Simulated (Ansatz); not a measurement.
Here is an Ansatz input file for C₅H₇F, SMILES CC1C=C(F)C1. Write the same calculation for the Python package.

```yaml
crystal:
  periodic: [false, false, false]
  atoms:
    - { symbol: C, position_ang: [-1.6313, 0.049, -0.012] }
    - { symbol: C, position_ang: [-0.2318, -0.2136, 0.5204] }
    - { symbol: C, position_ang: [0.6418, -1.1115, -0.3323] }
    - { symbol: C, position_ang: [1.5808, -0.169, -0.531] }
    - { symbol: F, position_ang: [2.7481, -0.1604, -1.1964] }
    - { symbol: C, position_ang: [0.8202, 0.8876, 0.2434] }
    - { symbol: H, position_ang: [-2.1122, 0.8507, 0.5581] }
    - { symbol: H, position_ang: [-2.2542, -0.8468, 0.0811] }
    - { symbol: H, position_ang: [-1.6199, 0.3462, -1.0663] }
    - { symbol: H, position_ang: [-0.2758, -0.4998, 1.5803] }
    - { symbol: H, position_ang: [0.5544, -2.1475, -0.6441] }
    - { symbol: H, position_ang: [1.3162, 1.2725, 1.1415] }
    - { symbol: H, position_ang: [0.4637, 1.7425, -0.3425] }
basis:
  gaussian: { orbitals: def2-SVP }
hamiltonian:
  xc: { name: wB97 }
output:
  forces: true
```

The program run on that file:
```console
$ ansatz run input.yaml --threads 1 --pin off --max-ram 4096MiB --backend cpu --events-out ev --progress --plain --runs-dir out
Engine: ansatz 0.2.0, aarch64-unknown-linux-gnu
Functional definition: wB97
  parameter omega = 0.4/bohr
  parameter cx1 = 1.13116
  parameter cx2 = -2.74915
  parameter cx3 = 12.0900
  parameter cx4 = -5.71642
  parameter css1 = -2.55352
  parameter css2 = 11.8926
  parameter css3 = -26.9452
  parameter css4 = 17.0927
  parameter cos1 = 3.99051
  parameter cos2 = -17.0066
  parameter cos3 = 1.07292
  parameter cos4 = 8.88211
  exchange = spin_sum(e_x_unif_sr(omega)*poly(b97_u_x, 1, cx1, cx2, cx3, cx4)) + exact_x_lr(omega)
  correlation = spin_sum(e_c_pw_same_spin*poly(b97_u_same, 1, css1, css2, css3, css4))
      + integral(e_c_pw_opposite_spin*poly(b97_u_opposite, 1, cos1, cos2, cos3, cos4))
1344 factors; their error is unknown
407 factors; integrals over basis functions are off by at most 1.6e-5 eV
mean field evaluation 1: about -8004.3692 eV, gradient 3.5e1 eV
mean field evaluation 2: about -8005.9607 eV, gradient 2.5e1 eV
mean field evaluation 4: about -8007.3270 eV, gradient 1.7e0 eV
mean field evaluation 8: about -8007.3375 eV, gradient 1.4e-1 eV
mean field evaluation 16: about -8007.2453 eV, gradient 6.0e-4 eV
mean field -8007.24530714 eV, -294.2608375318 hartree, gradient 1.3e-5 eV, S^2 0.000000; 0 other end points of the search recorded, 0 dependent functions left out
the calculation of the forces begins
reference -8007.24529859 eV, -294.2608372173 hartree; 23, 23 occupied and 96, 96 virtual orbitals, 1344 factors
Total energy: -8007.24529859 eV, -294.2608372173 hartree
Atom 0 at    -1.631300     0.049000    -0.012000 Å, force     0.125289     0.035167     0.254691 eV/Å
Atom 1 at    -0.231800    -0.213600     0.520400 Å, force     0.127410     0.014324    -0.862018 eV/Å
Atom 2 at     0.641800    -1.111500    -0.332300 Å, force     0.854121    -0.071164    -0.141400 eV/Å
Atom 3 at     1.580800    -0.169000    -0.531000 Å, force    -0.950914    -0.511305     0.154716 eV/Å
Atom 4 at     2.748100    -0.160400    -1.196400 Å, force    -0.742832     0.234053     0.492875 eV/Å
Atom 5 at     0.820200     0.887600     0.243400 Å, force     0.782543     0.404339     0.107447 eV/Å
Atom 6 at    -2.112200     0.850700     0.558100 Å, force    -0.188188     0.202313     0.138784 eV/Å
Atom 7 at    -2.254200    -0.846800     0.081100 Å, force    -0.168876    -0.210566    -0.001942 eV/Å
Atom 8 at    -1.619900     0.346200    -1.066300 Å, force     0.101340     0.043720    -0.267521 eV/Å
Atom 9 at    -0.275800    -0.499800     1.580300 Å, force     0.096070    -0.073836     0.180376 eV/Å
Atom 10 at     0.554400    -2.147500    -0.644100 Å, force    -0.074533    -0.363544    -0.077129 eV/Å
Atom 11 at     1.316200     1.272500     1.141500 Å, force     0.199932     0.134038     0.209965 eV/Å
Atom 12 at     0.463700     1.742500    -0.342500 Å, force    -0.161362     0.162462    -0.188845 eV/Å
Dipole moment:    -0.269974     0.059818     0.169244 e Å
```

Interactive session:
```pycon
>>> from dataclasses import dataclass
>>> import ansatz as az
>>> import numpy as np
>>> @dataclass(frozen=True)
... class RunConfig:
...     basis_set: str = "def2-SVP"
...
>>> settings = RunConfig()
>>> GEOMETRY = """
... C    -1.63130    0.04900   -0.01200
... C    -0.23180   -0.21360    0.52040
... C     0.64180   -1.11150   -0.33230
... C     1.58080   -0.16900   -0.53100
... F     2.74810   -0.16040   -1.19640
... C     0.82020    0.88760    0.24340
... H    -2.11220    0.85070    0.55810
... H    -2.25420   -0.84680    0.08110
... H    -1.61990    0.34620   -1.06630
... H    -0.27580   -0.49980    1.58030
... H     0.55440   -2.14750   -0.64410
... H     1.31620    1.27250    1.14150
... H     0.46370    1.74250   -0.34250
... """
>>> c5h7f = az.Crystal.molecule()
>>> for line in GEOMETRY.strip().splitlines():
...     symbol, *xyz = line.split()
...     c5h7f = c5h7f.atom(symbol, [float(v) for v in xyz])
...
>>> base = (
...     c5h7f.calculation()
...     .basis(gaussian=settings.basis_set)  # the orbital basis, by name
...     .functional(az.LibraryFunctional("wB97"))
...     .forces()  # minus the gradient of the free energy
... )
>>> done = base.run(threads=1, backend="cpu")
>>> data = done.report
>>> data["positions_ang"]
[[-1.6313, 0.049, -0.012], [-0.2318, -0.2136, 0.5204], [0.6418, -1.1115, -0.3323], [1.5808, -0.169, -0.531], [2.7481, -0.1604, -1.1964], [0.8202, 0.8876, 0.2434], [-2.1122, 0.8507, 0.5581], [-2.2542, -0.8468, 0.0811], [-1.6199, 0.3462, -1.0663], [-0.2758, -0.4998, 1.5803], [0.5544, -2.1475, -0.6441], [1.3162, 1.2725, 1.1415], [0.4637, 1.7425, -0.3425]]
>>> print("reference energy %16.6f eV" % data["reference_energy_ev"])
reference energy     -8007.245299 eV
>>> print("total energy     %16.6f eV" % data["free_energy_ev"])
total energy         -8007.245299 eV
>>> print("occupied orbitals outside the frozen core (up, down):", data["n_occupied"], " frozen:", data["n_frozen"], " virtual:", data["n_virtual"])
occupied orbitals outside the frozen core (up, down): [23, 23]  frozen: 0  virtual: [96, 96]
>>> field = data["mean_field"]
>>> print("<S^2> =", round(abs(field["state"]["spin_squared"]), 4), " all-electron relativity setting:", field["relativity"])
<S^2> = 0.0  all-electron relativity setting: none
>>> print("passes:", field["passes"])
passes: {'evaluations': 18, 'products': 14}
>>> if "symmetry" in field:
...     print("occupied orbitals by irrep:", field["symmetry"]["occupied"])
...
occupied orbitals by irrep: [{'A': 23}, {'A': 23}]
>>> symbols = [site.symbol for site in c5h7f.cartesian_sites]
>>> print("forces (eV/A)")
forces (eV/A)
>>> for symbol, f in zip(symbols, data["forces_ev_ang"]):
...     print(f"  {symbol:2s} {f[0]:9.4f} {f[1]:9.4f} {f[2]:9.4f}")
...
  C     0.1253    0.0352    0.2547
  C     0.1274    0.0143   -0.8620
  C     0.8541   -0.0712   -0.1414
  C    -0.9509   -0.5113    0.1547
  F    -0.7428    0.2341    0.4929
  C     0.7825    0.4043    0.1074
  H    -0.1882    0.2023    0.1388
  H    -0.1689   -0.2106   -0.0019
  H     0.1013    0.0437   -0.2675
  H     0.0961   -0.0738    0.1804
  H    -0.0745   -0.3635   -0.0771
  H     0.1999    0.1340    0.2100
  H    -0.1614    0.1625   -0.1888
>>> charges = data["charge_distribution"]
>>> dipole = np.array(charges["dipole_moment_e_ang"]) * 4.803205
>>> print("dipole (D): {:.3f} {:.3f} {:.3f}, length {:.3f}".format(*dipole, np.linalg.norm(dipole)))
dipole (D): -1.297 0.287 0.813, length 1.557
>>> print("atom  Mulliken   Lowdin")
atom  Mulliken   Lowdin
>>> for symbol, m, l in zip(symbols, charges["mulliken_charges_e"], charges["lowdin_charges_e"]):
...     print(f"{symbol:4s} {m:9.3f} {l:8.3f}")
...
C        0.035    0.045
C       -0.153   -0.057
C       -0.148   -0.061
C        0.180   -0.105
F       -0.169    0.105
C        0.061    0.032
H        0.027    0.001
H        0.030    0.003
H        0.021    0.002
H        0.035    0.011
H        0.009    0.006
H        0.036    0.010
H        0.036    0.008
```

Caveats:
- Total energies depend on the basis set; only differences at equal settings carry meaning.
- The geometry is a force-field or estimated start, not a minimum of this method, and the basis set is short of its limit.
- The Löwdin charges here are taken after orthogonalising the functions within each atom; they differ from plain Löwdin charges, and their signs can be unphysical.
- It ran for 11 s on 1 thread of Arm Neoverse V2 (shared host), peak memory 0.31 GiB.

(Lines on the test bed's own set-up are left out of the output.)
